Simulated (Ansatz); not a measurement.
C4H8O can be A, `CCCC=O`, or B, `CC1COC1`.

Program: Ansatz. Geometries: PBE0-D4/def2-TZVP. ΔE: electronic, gas phase. CCSD(T)/CBS adds triple-zeta CCSD(T) − MP2 to the extrapolated MP2 energy (def2 sets, frozen cores). DFT in def2-TZVPP. B3LYP here is the variant with VWN-RPA as its local correlation; programs differ in this. One conformer a species, not always the lowest.

Q: Which is lower in electronic energy at CCSD(T)/CBS, and by how much? (Estimate.)

A: Computed: A, by 22.2 kcal/mol.

Q: Give E(B) − E(A) in kcal/mol with PBE0-D4, ωB97M-V, MP2/def2-TZVPP, PBE-D4, B2PLYP, B3LYP-D4, r2SCAN-D4. (An estimate is asked.)

A: Ansatz gave: PBE0-D4 20.2, ωB97M-V 21.6, MP2/def2-TZVPP 22.4, PBE-D4 21.7, B2PLYP 24.2, B3LYP-D4 24.3, r2SCAN-D4 23.0. None reverses the order clearly.

Largest T1 diagnostic: 0.012.

From PBE to PBE0 (25 % exact exchange), in def2-TZVPP and without D4, E(B) − E(A) moves by −1.6 kcal/mol. In def2-TZVPP, CCSD(T) changes the Hartree–Fock value by −3.0 kcal/mol (the triples alone add +0.2 kcal/mol) and MP2 by −2.9 kcal/mol.
